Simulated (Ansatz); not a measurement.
# BH3OS: small, medium and large basis sets

One table from this session's results is given with a row withheld; the runs are named, their logs left out.

Method: one geometry, several basis sets; program: Ansatz 0.2.0, Gaussian basis.

Levels to be run: PBE0-D4/def2-SVP; ωB97M-V/def2-SVP; PBE0-D4/def2-QZVPP; ωB97M-V/def2-QZVPP; CCSD(T)/cc-pV(D+d)Z; CCSD(T)/cc-pV(T+d)Z; CCSD(T)/cc-pV(Q+d)Z; the functionals' def2-TZVPP values are taken from earlier runs.

## The geometry

An earlier PBE0-D4 in a triple-zeta def2 set relaxation fixed the geometry.

SMILES `OBS`, 6 atoms, charge 0, spin multiplicity 1.

Atoms are counted from 1 here; the program's logs count them from 0.

Bond lengths: O1–B2 1.351 Å, O1–H4 0.961 Å, B2–S3 1.813 Å, B2–H5 1.193 Å, S3–H6 1.340 Å. Angles: B2–O1–H4 115.3°, O1–B2–S3 121.4°, O1–B2–H5 118.0°, S3–B2–H5 120.6°, B2–S3–H6 96.0°.

The first run:

in.yaml reads:

```yaml
crystal:
  periodic: [false, false, false]
  atoms:
    - {symbol: O, position_ang: [-1.104433, -0.090357, -1.001808]}
    - {symbol: B, position_ang: [0.054637, 0.169675, -0.358106]}
    - {symbol: S, position_ang: [0.336897, -0.392492, 1.342095]}
    - {symbol: H, position_ang: [-1.753104, -0.587079, -0.495385]}
    - {symbol: H, position_ang: [0.894345, 0.783624, -0.941867]}
    - {symbol: H, position_ang: [1.571657, 0.116628, 1.455072]}
basis:
  gaussian: {orbitals: def2-SVP}
hamiltonian: {xc: pbe0, dispersion: d4}
output: {orbitals: {seedname: orbitals}}
```

On the command line:

```sh
$ ansatz run in.yaml --threads 2 --pin off --events-out ev --progress --plain --max-ram 32768MiB --backend cpu
```

Among the steps run: PBE0-D4 in def2-SVP; ωB97M-V in def2-SVP; PBE0-D4 in def2-QZVPP; ωB97M-V in def2-QZVPP.

One of the session's tables, all rows but one given; the rest of the session is left out.

It belongs to the step «Functionals by basis». 

| functional | basis | HOMO (eV) | LUMO (eV) |
| --- | --- | --- | --- |
| PBE0-D4 | def2-SVP | -7.74 | 0.28 |
| PBE0-D4 | def2-TZVPP | -7.90 | -0.05 |
| PBE0-D4 | def2-QZVPP | -7.93 | -0.15 |
| ωB97M-V | def2-SVP | -9.89 | 2.40 |
| ωB97M-V | def2-TZVPP | -10.09 | 1.81 |
| ωB97M-V | def2-QZVPP | ? | ? |

**Question.** Estimate the row for ωB97M-V, def2-QZVPP.

**Answer.** HOMO (eV): -10.13; LUMO (eV): 1.39. In the column «HOMO (eV)» it is the lowest.
